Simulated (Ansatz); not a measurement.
Basis-set extrapolation for `CC1OCCO1` (PBE0-D4/def2-TZVP geometry, frozen core, Ansatz 0.2.0). Multiplicity 1, RHF reference.

```
                      def2-TZVPP   def2-QZVPP
                 HF  -305.962473  -305.976661
    MP2 correlation    -1.144458    -1.225303
CCSD(T) correlation    -1.231547      not run
```

Energies in hartree. Use E(X) = E(∞) + A·exp(−7.88·√X) for Hartree–Fock and E(X) = E(∞) + B·X^(−2.97) for correlation, with X = 3 and 4, and add CCSD(T) minus MP2 of the smaller set to the MP2 limit.

Task: What is the CCSD(T) energy at the basis-set limit?

Result: HF limit: -305.976661 + (-0.014188) × 0.13774 = -305.97862. MP2 limit: -1.225303 + (-0.080845) × 0.74074 = -1.28519. Higher-order term: -1.231547 − (-1.144458) = -0.08709. Total: -307.35090 hartree, 411.9 kJ/mol below CCSD(T)/def2-TZVPP.
